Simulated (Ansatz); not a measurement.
# BHO (singlet): from Hartree-Fock to the top rungs at a displaced geometry (v1), cc-pVTZ

Aim: climb from Hartree-Fock through coupled cluster for BHO (singlet) at one geometry and basis, and see what each rung misses.

Computed with Ansatz 0.2.0, Gaussian basis. Level: cc-pVTZ, core rule «outside noble gas», up to 2 orbitals frozen.

The runs, in order: UHF; CCSD(T) on RHF; BCCD(T) on RHF; CISD; CCSDT(Q) on RHF.

7 further runs of the same task are left out: 1 for a known fault of the program, 1 for a mislabelled method, 5 set aside as unsound or not needed.

### Step 1. What is computed

The geometry is a PBE0/def2-TZVP stationary point (not a proven minimum) with its atoms shifted at random (size 0.040 Å).

3 atoms, charge 0, spin multiplicity 1.

Atoms are counted from 1 here; the program's logs count them from 0.

Bond lengths: B1–O2 1.209 Å, B1–H3 1.121 Å. Angles: O2–B1–H3 177.2°.

### Step 2. UHF

The input, in.yaml:

```yaml
crystal:
  periodic: [false, false, false]
  atoms:
    - {symbol: B, position_ang: [-0.015433, -0.009008, 0.030058]}
    - {symbol: O, position_ang: [-0.016266, -0.025151, -1.179056]}
    - {symbol: H, position_ang: [0.031698, 0.034159, 1.148998]}
basis:
  gaussian: {orbitals: cc-pVTZ}
magnetization: {spin_polarized: true, initial_magnetization: 0}
hamiltonian: {xc: hf}
output: {orbitals: {seedname: orbitals}}
```

Launch:

```
> ansatz run in.yaml --threads 1 --pin off --events-out ev --progress --plain --max-ram 2393MiB
```

Further steps of the session: CCSD(T) on RHF; BCCD(T) on RHF; CISD; CCSDT(Q) on RHF.

**Question.** What will the summary of the whole plan be? Wanted: RCCSDT(Q) below the RHF energy; RMP2 from RCCSDT(Q); RCCSD from RCCSDT(Q); RCCSD(T) from RCCSDT(Q); T1 diagnostic.

The runs gave:

| quantity | value |
| --- | --- |
| RCCSDT(Q) below the RHF energy | -9.5391 eV |
| RMP2 from RCCSDT(Q) | +511.5 meV |
| RCCSD from RCCSDT(Q) | +433.2 meV |
| RCCSD(T) from RCCSDT(Q) | +32.0 meV |
| levels within 1 kcal/mol (43 meV) | RCCSD(T), BCCD(T), RCCSDT |
| T1 diagnostic | 0.020 |

**Reading.** RCCSD(T) lands +32.0 meV from the yardstick (0.3 % of the correlation energy). These misses are within one basis, not against nature.
